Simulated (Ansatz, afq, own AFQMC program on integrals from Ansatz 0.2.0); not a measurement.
# BH4⁺, triplet in cc-pVDZ, levels against full CI

```yaml
atoms:
  - { symbol: B, position_ang: [0.0000, 0.0000, 0.0000] }
  - { symbol: H, position_ang: [0.8273, 0.8515, 1.8513] }
  - { symbol: H, position_ang: [-0.8506, -0.8245, 1.8530] }
  - { symbol: H, position_ang: [-0.8263, 0.8254, -1.8635] }
  - { symbol: H, position_ang: [0.8496, -0.8524, -1.8408] }
```

Basis cc-pVDZ. Noble-gas cores (and the filled d shells of Ga–Kr and In–Xe) are frozen. AFQMC by an in-house program on the Cholesky factors that Ansatz 0.2.0 writes for its CCSD(T) run. ph-AFQMC/CISD is guided by a CISD state made of CCSD amplitudes; releasing the constraint for a short imaginary time cuts its bias at the price of noise, slowly where states lie close. Error bars are statistical, one sigma.

Determinant: ROHF, the one that the program's search chose, which needn't be the lowest solution. The geometry is a point of a scan.

Full CI on the same integrals is exact in this basis and with this determinant's frozen core.

Cautions: lower spins were not checked; a spin-contaminated unrestricted determinant lies lower (UHF 3.35 eV lower, ⟨S²⟩ 3.10); the search met a lower determinant of the same kind, perhaps of another symmetry (764 meV lower), and this one is a saddle point; strong correlation (T1 0.045, weight of the determinant 0.64, largest double 0.34); (T) is large, 8 % of the CCSD correlation; the released energies are still falling, so no released level is given (meV from the phaseless value at times in 1/Eh: -35 ± 17 at 0.24, -45 ± 8 at 0.51, -62 ± 8 at 0.99, -105 ± 7 at 1.62, -147 ± 13 at 2.40).

The T1 diagnostic is 0.0450. The weight of the determinant in the CISD state is 0.637 and the size of the correlated space is 6 electrons in 33 orbitals.

Reference: full CI, correlation energy -5.503 eV. The cautions show a poor starting determinant, so the rows tell how each method copes with it here, and full CI is the sure value.

| level | E − E(reference) (mEh) | share of correlation (%) |
| --- | --- | --- |
| HF | 202.24 | 0.00 |
| MP2 | 82.70 | 59.11 |
| CCSD | 16.98 | 91.60 |
| CCSD(T) | 2.42 | 98.80 |
| CCSDT | -1.89 | 100.94 |
| CCSDT(Q) | -0.31 | 100.16 |
| CCSDTQ | -0.24 | 100.12 |
| ph-AFQMC/HF | 43.45 ± 1.08 | 78.52 |
| ph-AFQMC/CISD | 10.19 ± 0.27 | 94.96 |

CCSDT and higher add their correlation energy to the determinant of the CCSD(T) run, since their own runs factorise the integrals more tightly (a shift of under 2 meV). A walk keeps the symmetry of its determinant, which the program's search chose and which needn't be the lowest solution, so a lower state of the same spin and another symmetry isn't excluded.
